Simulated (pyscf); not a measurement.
`[OH][Al]([Cl])[Cl]` + `[ClH]` -> `[OH][Al]([Cl])[Cl]` + `[ClH]` (four-centre exchange; singlet surface; Al–Cl, Cl–H broken, Al–Cl, Cl–H formed). Structures and frequencies: ωB97X-D3(BJ)/def2-SVP in PySCF. MP2 and CC: frozen core, UHF for open shells. ΔMP2 is the change of the MP2 total energy from the triple- to the quadruple-zeta basis. Energies in kcal/mol from the separated reactants.

```
level                             barrier  reaction energy
--------------------------------  -------  ---------------
PBE/def2-TZVP                        -4.6              0.0
r²SCAN/def2-TZVP                     -4.8              0.0
B3LYP-D3(BJ)/def2-TZVP               -1.5              0.0
M06-2X/def2-TZVP                     -1.3              0.0
HF/def2-TZVP                         15.7              0.0
MP2/def2-QZVPP                          …              0.0
CCSD(T)/def2-TZVPP + ΔMP2(QZVPP)        …              0.0
```

**Question.** What belongs in the gaps?

**Answer.** 
- MP2/def2-QZVPP, barrier: -1.4
- CCSD(T)/def2-TZVPP + ΔMP2(QZVPP), barrier: 1.1

Of the functionals in the table, M06-2X is closest to CCSD(T)/def2-TZVPP + ΔMP2(QZVPP) in the barrier (2.4 kcal/mol apart) and r²SCAN least close (5.8 kcal/mol); that level has limits of its own. On the reactant side the descent ends in an adduct with a Al–Cl contact, 10.7 kcal/mol under the separated species and 7.7 kcal/mol under the saddle at ωB97X-D3(BJ)/def2-TZVP. On the product side the descent ends in an adduct with a Al–Cl contact, 10.7 kcal/mol under the separated species and 7.7 kcal/mol under the saddle at ωB97X-D3(BJ)/def2-TZVP. At PBE, r²SCAN, B3LYP-D3(BJ), M06-2X, MP2 the saddle lies under the separated reactants, which points to a path from their complex (located at ωB97X-D3(BJ) alone). At PBE, r²SCAN, B3LYP-D3(BJ), M06-2X, MP2 the saddle lies under the separated products, which points to a path from their complex (located at ωB97X-D3(BJ) alone). What is counted as formed (Al–Cl) is already present as a longer contact in the reactant adduct; forming that adduct is a step of its own. What is counted as broken (Al–Cl) persists as a longer contact in the product adduct; parting that adduct is a step of its own. At ωB97X-D3(BJ)/def2-TZVP the barrier from the zero used here is -3.0 kcal/mol. This is the saddle that the search found; another between the same sides may lie lower. The CCSD(T) − MP2 part came from Ansatz, without density fitting, on the same reference.
